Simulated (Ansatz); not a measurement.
`CC(O)(Cl)CF` + H₂ → `CC(C)(O)Cl` + H–F at 600 K and 1 bar (hydrogenolysis of a C–F bond).

Isolated molecules relaxed with PBE0-D4/def2-TZVP in Ansatz; ΔE leaves out vibrations. CBS: MP2 limit from def2 TZ/QZ plus the TZ coupled-cluster correction, frozen cores. This one scheme is used for every species. Each species was taken in one conformer, which may not be the lowest.

```json
{"species": "`CC(O)(Cl)CF`", "CCSD(T)/CBS energy (Eh)": "-752.51501", "H − E (kJ/mol)": "305.5", "S (J/(mol·K))": "437.3"}
{"species": "H₂", "CCSD(T)/CBS energy (Eh)": "-1.17544", "H − E (kJ/mol)": "43.9", "S (J/(mol·K))": "150.8"}
{"species": "`CC(C)(O)Cl`", "CCSD(T)/CBS energy (Eh)": "-653.33667", "H − E (kJ/mol)": "319.5", "S (J/(mol·K))": "414.1"}
{"species": "H–F", "CCSD(T)/CBS energy (Eh)": "-100.39570", "H − E (kJ/mol)": "42.3", "S (J/(mol·K))": "194.0"}
```

H − E and S are ideal-gas, rigid-rotor, harmonic terms from PBE0-D4/def2-TZVP, for one conformer and one mirror image of each species. For small species the MP2-based limit differs from directly extrapolated CCSD(T) by up to some mEh (0.8 for H₂); such offsets cancel only in part. 1 Eh = 2625.50 kJ/mol, R = 8.31446 J/(mol·K).

Problem. By hand: ΔE, ΔH, ΔS and ΔG.

Solution. ΔE = (-653.33667) + (-100.39570) − (-752.51501) − (-1.17544) = -0.04192 Eh = -110.1 kJ/mol. Δ(H − E) = 319.5 + 42.3 − 305.5 − 43.9 = 12.4, so ΔH = -97.7 kJ/mol. ΔS = 414.1 + 194.0 − 437.3 − 150.8 = 20.0 J/(mol·K). ΔG = -97.7 − 600 × (20.0)/1000 = -109.7 kJ/mol.

Problem. By hand: the equilibrium constant, and the temperature at which ΔG would vanish if ΔH and ΔS stayed fixed.

Solution. log₁₀ K = −ΔG/(RT ln 10) = 9.6. ΔH and −TΔS have one sign here, so there is no such temperature.

ΔH outweighs TΔS. A doubt of 5 kJ/mol in ΔE shifts log₁₀ K by 0.4 here. Other conformers and mirror images would add mixing entropy, several J/(mol·K) or more a flexible species. These are equilibria of isolated gas molecules and say nothing of rates. Largest T1 diagnostic: 0.011 (customary marks: 0.02 for closed shells, 0.045 for open ones).
